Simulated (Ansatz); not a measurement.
Two isomers of C3H6O: A = `CC1CO1`, B = `C=C(C)O`.

Program: Ansatz. Geometries: PBE0-D4/def2-TZVP. ΔE: electronic, gas phase. CCSD(T)/CBS is the MP2 limit (def2-TZVPP, def2-QZVPP) plus CCSD(T) − MP2 in def2-TZVPP, frozen cores. Functionals use def2-TZVPP. B3LYP here is the variant with VWN-RPA as its local correlation; programs differ in this. Each species was taken in one conformer, which may not be the lowest.

Task: Which isomer does CCSD(T)/CBS put lower? Give the gap. (Best estimate.)

Result: Computed: B, by 74.8 kJ/mol.

Task: Give E(B) − E(A) in kJ/mol with CCSD(T)/def2-SVP, r2SCAN-D4, HF/def2-TZVPP, B3LYP, B2PLYP, PBE0-D4, B3LYP-D4. (An estimate is asked.)

Result: Ansatz gave: CCSD(T)/def2-SVP -69.7, r2SCAN-D4 -71.1, HF/def2-TZVPP -81.9, B3LYP -79.0, B2PLYP -76.1, PBE0-D4 -65.5, B3LYP-D4 -80.0. None reverses the order clearly.

Task: Does the order hold for the free energy at 298.15 K (harmonic terms from PBE0-D4)? (An estimate is asked.)

Result: The calculation gave: Yes: G(B) − G(A) = -78.1 kJ/mol, for one conformer each.

Largest T1 diagnostic: 0.012.

Leaving LDA and LC-ωPBE aside and taking each functional with its dispersion term where it has one, the values, not all of them listed here, spread over 21.8 kJ/mol, from BLYP-D4 to ωB97X-V. In def2-TZVPP, CCSD(T) changes the Hartree–Fock value by +9.7 kJ/mol (the triples alone add −0.4 kJ/mol) and MP2 by +13.8 kJ/mol.
